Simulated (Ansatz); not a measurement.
`CC(C)(O)F` → `[CH2]` (triplet) + `CC(O)F` at 700 K and 1 bar (formal loss of a carbene).

Isolated molecules relaxed with PBE0-D4/def2-TZVP in Ansatz; ΔE leaves out vibrations. CCSD(T)/CBS adds triple-zeta CCSD(T) − MP2 to the extrapolated MP2 energy (def2 sets, frozen cores). This one scheme is used for every species. Triplets are unrestricted, without spin–orbit coupling. Each species was taken in one conformer, which may not be the lowest.

```tsv
species	CCSD(T)/CBS energy (Eh)	H − E (kJ/mol)	S (J/(mol·K))
`CC(C)(O)F`	-293.35271	338.2	427.7
`[CH2]` (triplet)	-39.09499	70.4	226.8
`CC(O)F`	-254.08332	248.1	371.2
```

H − E and S are ideal-gas, rigid-rotor, harmonic terms from PBE0-D4/def2-TZVP, for one conformer and one mirror image of each species, with the whole ground term of open shells counted as degenerate. 1 Eh = 2625.50 kJ/mol, R = 8.31446 J/(mol·K).

**Question.** By hand: ΔE, ΔH, ΔS and ΔG.

**Answer.** ΔE = (-39.09499) + (-254.08332) − (-293.35271) = 0.17440 Eh = 457.9 kJ/mol. Δ(H − E) = 70.4 + 248.1 − 338.2 = -19.7, so ΔH = 438.2 kJ/mol. ΔS = 226.8 + 371.2 − 427.7 = 170.3 J/(mol·K). ΔG = 438.2 − 700 × (170.3)/1000 = 319.0 kJ/mol.

**Question.** By hand: the equilibrium constant, and the temperature at which ΔG would vanish if ΔH and ΔS stayed fixed.

**Answer.** log₁₀ K = −ΔG/(RT ln 10) = -23.8. ΔG = 0 at ΔH/ΔS = 2573 K, far beyond where these terms or the molecules hold.

The number of gas molecules changes by +1, which sets the sign of ΔS. A doubt of 5 kJ/mol in ΔE shifts log₁₀ K by 0.4 here. Other conformers and mirror images would add mixing entropy, several J/(mol·K) or more a flexible species. A triplet takes part, so the spin changes. These are equilibria of isolated gas molecules and say nothing of rates. Largest T1 diagnostic: 0.011 (customary marks: 0.02 for closed shells, 0.045 for open ones).
